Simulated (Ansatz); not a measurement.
**Chalcopyrite AgInTe2**

These are PBE (PAW; Ansatz, an electronic-structure program) values and carry that method's errors.

Settings: plane-wave cutoff 500 eV, 10×10×10 k mesh, Fermi–Dirac smearing 0.05 eV, no spin polarisation, scalar-relativistic PAW data made under PBE.

Cell (relaxed at this level):

```yaml
crystal:
  lattice:
    - [-3.28363, 3.28363, 6.49963]
    - [3.28363, -3.28363, 6.49963]
    - [3.28363, 3.28363, -6.49963]
  atoms:
    - { symbol: In, position: [0.50000, 0.50000, 0.00000] }
    - { symbol: In, position: [0.25000, 0.75000, 0.50000] }
    - { symbol: Ag, position: [0.00000, 0.00000, 0.00000] }
    - { symbol: Ag, position: [0.75000, 0.25000, 0.50000] }
    - { symbol: Te, position: [0.37500, 0.36934, 0.49434] }
    - { symbol: Te, position: [0.63066, 0.12500, 0.00566] }
    - { symbol: Te, position: [0.87500, 0.88066, 0.50566] }
    - { symbol: Te, position: [0.11934, 0.62500, 0.99434] }
```

```json
{
 "band_gap": "none"
}
```

Measured, for comparison: band gap 1.04 eV (temperature not stated, not corrected to a static lattice, direct or pseudo-direct at Γ; as tabulated in Ghosh et al. (2024), arXiv:2401.16805).

Note: the volume lies 6 % above that of the published cell.

Spin–orbit coupling is not included.

Computed values are for the static lattice.

It cost very roughly 11 core-minutes of CPU time.
